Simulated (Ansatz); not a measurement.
## CCSD(T) against full CI for several species

Each species is computed at the geometry given (Å), with frozen cores, in Ansatz 0.2.0: RHF-CCSD(T) for singlets, UHF-CCSD(T) otherwise, and full CI in the same basis. The program picks the determinant by trial CCSD, so it needn't be the lowest Hartree–Fock solution. States: BH2⁻ A1, HCSi Π, Mg2⁻ Πg, HPAl A'', BH Π. Cases whose determinant has another symmetry than full CI's state, or whose (Q) step broke down, weren't drawn.

**Question.** Judging by size, spin and bonding, rank them by the size of CCSD(T)'s error in total energy against full CI in the same basis, smallest first (an estimate).
A. HPAl, quartet, 6-31G: Al 0.000 0.037 1.300; P 0.000 -0.072 -1.089; H 0.000 1.212 -1.338
B. BH₂⁻, singlet, 6-31++G**: B 0.000 -0.123 0.000; H 0.000 0.662 -0.969; H 0.000 0.662 0.969
C. BH, triplet, cc-pVQZ: B 0.000 0.000 0.000; H 0.000 0.000 0.938
D. HCSi, doublet, 6-31G: Si 0.000 0.000 2.191; C 0.000 0.000 -0.297; H 0.000 0.000 -1.894
E. Mg₂⁻, quartet, aug-cc-pVDZ: Mg 0.000 0.000 0.000; Mg 0.000 0.000 3.336

**Answer.** C (7.4 meV), A (16.3 meV), B (24.0 meV), E (65.1 meV), D (198.3 meV).

| species | basis | correlated electrons | CCSD(T) − full CI (meV) | CCSDT(Q) − full CI (meV) | unpaired electrons (full CI) | T1 | ⟨S²⟩ of the determinant |
| --- | --- | --- | --- | --- | --- | --- | --- |
| BH, triplet | cc-pVQZ | 4 | 7.4 | -1.1 | 2.01 | 0.014 | 2.00 |
| HPAl, quartet | 6-31G | 9 | 16.3 | -0.2 | 3.04 | 0.026 | 3.77 |
| BH2⁻, singlet | 6-31++G** | 6 | 24.0 | 0.7 | 0.11 | 0.013 | 0.00 |
| Mg2⁻, quartet | aug-cc-pVDZ | 5 | 65.1 | 3.0 | 3.13 | 0.055 | 3.76 |
| HCSi, doublet | 6-31G | 9 | 198.3* | 2.2 | 2.06 | 0.075 | 1.89 |

Unpaired electrons are Σ n²(2−n)² over natural occupations; an open shell counts its own unpaired electrons too. Frozen cores follow each run's orbitals, which moves totals by a few meV. No single determinant describes HCSi, doublet well, by full CI's occupations. An asterisk marks runs whose energy the program itself flagged as in doubt.
